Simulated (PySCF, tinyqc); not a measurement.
Worked calculation: RHF in the sto-3g basis, for CH2, spin multiplicity 1. This run ends on a higher stationary point, not on the lowest solution. The lowest restricted solution is unstable here: a spin-polarised one lies 0.0205 hartree lower (PySCF). One step of it, computed by the program tinyqc.

Task: Iteration 1: building the Fock matrix. J_ij = sum D_kl (ij|kl), K_ij = sum D_kl (ik|jl); F = H + J - 0.5 K; E = tr D H + tr D J / 2 - 0.25 tr D K + E_nn.

D at the start, order 1C 1s, 1C 2s, 1C 2px, 1C 2py, 1C 2pz, 2H 1s, 3H 1s:
```
[[2.120061, -0.498517, 0.000000, -0.000945, -0.237160, 0.073193, 0.071749],
 [-0.498517, 2.061556, 0.000000, 0.005641, 1.027883, -0.290995, -0.285067],
 [0.000000, 0.000000, 2.000000, 0.000000, 0.000000, 0.000000, 0.000000],
 [-0.000945, 0.005641, 0.000000, 2.252174, 0.004236, -0.255250, 0.250269],
 [-0.237160, 1.027883, 0.000000, 0.004236, 0.512564, -0.145233, -0.141959],
 [0.073193, -0.290995, 0.000000, -0.255250, -0.145233, 0.069828, 0.011878],
 [0.071749, -0.285067, 0.000000, 0.250269, -0.141959, 0.011878, 0.067407]]
```

core Hamiltonian H = T + V (hartree), order 1C 1s, 1C 2s, 1C 2px, 1C 2py, 1C 2pz, 2H 1s, 3H 1s:
```
[[-18.554780, -4.475110, 0.000000, -0.000223, -0.013585, -0.657746, -0.633816],
 [-4.475110, -5.503651, 0.000000, -0.002129, -0.150757, -1.702533, -1.659013],
 [0.000000, 0.000000, -4.400932, 0.000000, 0.000000, 0.000000, 0.000000],
 [-0.000223, -0.002129, 0.000000, -4.506426, -0.001147, -1.214442, 1.188985],
 [-0.013585, -0.150757, 0.000000, -0.001147, -4.460588, -0.942961, -0.923721],
 [-0.657746, -1.702533, 0.000000, -1.214442, -0.942961, -3.088662, -0.407669],
 [-0.633816, -1.659013, 0.000000, 1.188985, -0.923721, -0.407669, -3.060949]]
```

Two-electron integrals (ij|kl) in chemists' order, unique and non-zero (hartree):
```
(11|11) 3.541948    (21|11) 0.576921    (21|21) 0.111888    (22|11) 0.854682
(22|21) 0.205284    (22|22) 0.624709    (31|31) 0.020296    (32|31) 0.030858
(32|32) 0.137996    (33|11) 0.852436    (33|21) 0.205335    (33|22) 0.624568
(33|33) 0.672833    (41|41) 0.020296    (42|41) 0.030858    (42|42) 0.137996
(43|43) 0.036269    (44|11) 0.852436    (44|21) 0.205335    (44|22) 0.624568
(44|33) 0.600295    (44|44) 0.672833    (51|51) 0.020296    (52|51) 0.030858
(52|52) 0.137996    (53|53) 0.036269    (54|54) 0.036269    (55|11) 0.852436
(55|21) 0.205335    (55|22) 0.624568    (55|33) 0.600295    (55|44) 0.600295
(55|55) 0.672833    (61|11) 0.084160    (61|21) 0.016237    (61|22) 0.029784
(61|33) 0.029687    (61|41) 0.000765    (61|42) 0.001443    (61|44) 0.029880
(61|51) 0.000576    (61|52) 0.001085    (61|54) 0.000145    (61|55) 0.029796
(61|61) 0.002406    (62|11) 0.226865    (62|21) 0.055342    (62|22) 0.188587
(62|33) 0.183854    (62|41) 0.004182    (62|42) 0.030415    (62|44) 0.192804
(62|51) 0.003144    (62|52) 0.022869    (62|54) 0.006729    (62|55) 0.188914
(62|61) 0.008386    (62|62) 0.078628    (63|31) 0.005293    (63|32) 0.028914
(63|43) 0.005740    (63|53) 0.004316    (63|63) 0.008966    (64|11) 0.162769
(64|21) 0.040185    (64|22) 0.145199    (64|33) 0.138016    (64|41) 0.007895
(64|42) 0.050310    (64|44) 0.155824    (64|51) 0.001956    (64|52) 0.016088
(64|54) 0.009074    (64|55) 0.141594    (64|61) 0.006334    (64|62) 0.071754
(64|64) 0.073256    (65|11) 0.122384    (65|21) 0.030214    (65|22) 0.109174
(65|33) 0.103772    (65|41) 0.001956    (65|42) 0.016088    (65|44) 0.108531
(65|51) 0.006764    (65|52) 0.041010    (65|54) 0.009318    (65|55) 0.115093
(65|61) 0.004763    (65|62) 0.053951    (65|64) 0.048339    (65|65) 0.045311
(66|11) 0.395433    (66|21) 0.098048    (66|22) 0.381738    (66|33) 0.362395
(66|41) 0.008544    (66|42) 0.085579    (66|44) 0.399127    (66|51) 0.006424
(66|52) 0.064346    (66|54) 0.027618    (66|55) 0.383160    (66|61) 0.015001
(66|62) 0.210201    (66|64) 0.210912    (66|65) 0.158582    (66|66) 0.774606
(71|11) 0.081091    (71|21) 0.015645    (71|22) 0.028700    (71|33) 0.028607
(71|41) -0.000735   (71|42) -0.001386   (71|44) 0.028791    (71|51) 0.000553
(71|52) 0.001042    (71|54) -0.000139   (71|55) 0.028711    (71|61) 0.002258
(71|62) 0.007650    (71|64) 0.005323    (71|65) 0.004355    (71|66) 0.013533
(71|71) 0.002233    (72|11) 0.220689    (72|21) 0.053845    (72|22) 0.183753
(72|33) 0.179130    (72|41) -0.004064   (72|42) -0.029692   (72|44) 0.187871
(72|51) 0.003056    (72|52) 0.022331    (72|54) -0.006574   (72|55) 0.184075
(72|61) 0.007725    (72|62) 0.054183    (72|64) 0.035892    (72|65) 0.036272
(72|66) 0.111931    (72|71) 0.007860    (72|72) 0.075013    (73|31) 0.005123
(73|32) 0.028065    (73|43) -0.005586   (73|53) 0.004201    (73|63) 0.005752
(73|73) 0.008498    (74|11) -0.159015   (74|21) -0.039262   (74|22) -0.142074
(74|33) -0.135061   (74|41) 0.007657    (74|42) 0.049005    (74|44) -0.152431
(74|51) -0.001906   (74|52) -0.015748   (74|54) 0.008862    (74|55) -0.138567
(74|61) -0.005399   (74|62) -0.036107   (74|64) -0.019036   (74|65) -0.023758
(74|66) -0.070637   (74|71) -0.005959   (74|72) -0.068729   (74|74) 0.070325
(75|11) 0.119594    (75|21) 0.029529    (75|22) 0.106853    (75|33) 0.101579
(75|41) -0.001906   (75|42) -0.015748   (75|44) 0.106240    (75|51) 0.006557
(75|52) 0.039910    (75|54) -0.009092   (75|55) 0.112618    (75|61) 0.004416
(75|62) 0.036387    (75|64) 0.023709    (75|65) 0.029613    (75|66) 0.079388
(75|71) 0.004482    (75|72) 0.051691    (75|74) -0.046499   (75|75) 0.043470
(76|11) 0.049172    (76|21) 0.012078    (76|22) 0.043587    (76|33) 0.042226
(76|41) -2.95e-06   (76|42) -0.000037   (76|44) 0.043336    (76|51) 0.001082
(76|52) 0.008815    (76|54) -0.000010   (76|55) 0.045150    (76|61) 0.001797
(76|62) 0.016790    (76|64) 0.013327    (76|65) 0.012642    (76|66) 0.043196
(76|71) 0.001731    (76|72) 0.016445    (76|74) -0.013138   (76|75) 0.012426
(76|76) 0.004602    (77|11) 0.390831    (77|21) 0.096917    (77|22) 0.377967
(77|33) 0.358940    (77|41) -0.008366   (77|42) -0.084328   (77|44) 0.395058
(77|51) 0.006292    (77|52) 0.063423    (77|54) -0.027165   (77|55) 0.379370
(77|61) 0.013883    (77|62) 0.113788    (77|64) 0.071448    (77|65) 0.080402
(77|66) 0.247581    (77|71) 0.014280    (77|72) 0.204604    (77|74) -0.206052
(77|75) 0.154971    (77|76) 0.043196    (77|77) 0.774606
```

nuclear repulsion = 5.00705156 hartree

Give: Coulomb J; exchange K; Fock matrix F; total energy of this density.

Result:

Coulomb J (hartree), order 1C 1s, 1C 2s, 1C 2px, 1C 2py, 1C 2pz, 2H 1s, 3H 1s:
```
[[12.3466, 2.4112, 0.0000, 0.0000, 0.0455, 0.3524, 0.3396],
 [2.4112, 5.5109, 0.0000, -0.0003, 0.2130, 1.6270, 1.5848],
 [0.0000, 0.0000, 5.5482, 0.0000, 0.0000, 0.0000, 0.0000],
 [0.0000, -0.0003, 0.0000, 5.5409, -0.0001, 1.2283, -1.2017],
 [0.0455, 0.2130, 0.0000, -0.0001, 5.4274, 0.9546, 0.9338],
 [0.3524, 1.6270, 0.0000, 1.2283, 0.9546, 3.1562, 0.3717],
 [0.3396, 1.5848, 0.0000, -1.2017, 0.9338, 0.3717, 3.1242]]
```

exchange K (hartree), order 1C 1s, 1C 2s, 1C 2px, 1C 2py, 1C 2pz, 2H 1s, 3H 1s:
```
[[7.2662, 1.2952, 0.0000, 0.0000, 0.0250, 0.2011, 0.1939],
 [1.2952, 1.7477, 0.0000, -0.0005, 0.5889, 0.5122, 0.4982],
 [0.0000, 0.0000, 1.7045, 0.0000, 0.0000, 0.0000, 0.0000],
 [0.0000, -0.0005, 0.0000, 1.6967, 0.0004, 0.3097, -0.3023],
 [0.0250, 0.5889, 0.0000, 0.0004, 0.6832, 0.2434, 0.2368],
 [0.2011, 0.5122, 0.0000, 0.3097, 0.2434, 0.2502, 0.1045],
 [0.1939, 0.4982, 0.0000, -0.3023, 0.2368, 0.1045, 0.2378]]
```

Fock matrix F (hartree), order 1C 1s, 1C 2s, 1C 2px, 1C 2py, 1C 2pz, 2H 1s, 3H 1s:
```
[[-9.8413, -2.7116, 0.0000, -0.0002, 0.0194, -0.4059, -0.3912],
 [-2.7116, -0.8666, 0.0000, -0.0022, -0.2322, -0.3317, -0.3233],
 [0.0000, 0.0000, 0.2950, 0.0000, 0.0000, 0.0000, 0.0000],
 [-0.0002, -0.0022, 0.0000, 0.1861, -0.0014, -0.1410, 0.1384],
 [0.0194, -0.2322, 0.0000, -0.0014, 0.6252, -0.1100, -0.1083],
 [-0.4059, -0.3317, 0.0000, -0.1410, -0.1100, -0.0575, -0.0882],
 [-0.3912, -0.3233, 0.0000, 0.1384, -0.1083, -0.0882, -0.0556]]
```

total energy of this density = -36.663818 hartree

This density is the starting one.
